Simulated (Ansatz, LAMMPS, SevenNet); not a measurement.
Bulk modulus of hcp Mg: levels of theory against measurement

Reference value: 38.6 GPa (measured, copied from a table, unchecked, extrapolated to 0 K and zero-point effects removed; as tabulated in Lejaeghere et al. (2013), arXiv:1204.2733).

Q: What do Lennard-Jones uff-vdw, SevenNet-l3i5, LDA, PBE, PBEsol, r²SCAN give, and how far is each from the reference?

A: 
| level (code) | value (GPa) | cell (Å³/atom) | error (%) |
|---|---|---|---|
| Lennard-Jones uff-vdw (LAMMPS) | 3.0 | 17.89 | -92 |
| SevenNet-l3i5 (SevenNet) | 36.8 | 22.92 | -4.7 |
| LDA (Ansatz) | 39.7 | 21.61 | +2.8 |
| PBE (Ansatz) | 36.0 | 22.95 | -6.7 |
| PBEsol (Ansatz) | 37.3 | 22.51 | -3.4 |
| r²SCAN (Ansatz) | 39.6 | 22.57 | +2.6 |

Leaving aside Lennard-Jones uff-vdw, which can be fitted to such values or carry a doubt: With a margin of 5.0 % (twice that across the reference) picked here for doubts on the reference and the settings, these levels can't be ranked. Within 15 %: SevenNet-l3i5, LDA, PBE, PBEsol, r²SCAN.

Lennard-Jones uff-vdw: this is a force field's van der Waals term alone, without bonds or charges. Each level is taken at its own relaxed cell. Cutoffs differ between the levels. Ansatz's density-functional and Hartree–Fock values are scalar-relativistic unless marked +SOC, with PAW data made under PBE.

Machine-learned potentials (SevenNet-l3i5) are trained on DFT data, which may include these solids.

Differences are worked out from the printed values.

Ansatz is a first-principles code.
